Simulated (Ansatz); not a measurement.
# Cr, bcc: geometry optimisation

Computed with DFT, RPBE, plane waves (420 eV) with PAW, scalar-relativistic (Ansatz 0.2.0). The PAW files were generated under PBE, with cores re-solved for the functional.

k-point mesh 15×15×15, Fermi-Dirac smearing 0.1 eV, no spin polarisation. Cell and atoms relax.

Starting structure:

```yaml
crystal:
  lattice:
    - [-1.44195, 1.44195, 1.44195]
    - [1.44195, -1.44195, 1.44195]
    - [1.44195, 1.44195, -1.44195]
  atoms:
    - { symbol: Cr, position: [0.0, 0.0, 0.0] }
hamiltonian:
  xc: rpbe
  pseudopotentials:
    kind: paw
    azcp:
      Cr: "pseudopotentials/Cr.paw.azcp"
basis:
  ecutwfc: 420
  fft_grid_basis: typed
kpoints:
  mp_grid: { grid: [15, 15, 15], shift: [0, 0, 0] }
magnetization:
  spin_polarized: false
scf:
  occupations: { method: fermi_dirac, width: 0.1 }
relax:
  max_steps: 60
  f_tol: 0.01
  cell: {}
```

Problem. What cell does the relaxation end in?

Solution. Im-3m with a = 2.868 Å; 11.80 Å³ per atom against 11.99 at the start (-1.6 %).

Problem. How much energy does the relaxation gain?

Solution. 2.3 meV per atom.

Spin polarisation is off here; a magnetic state may lie lower.
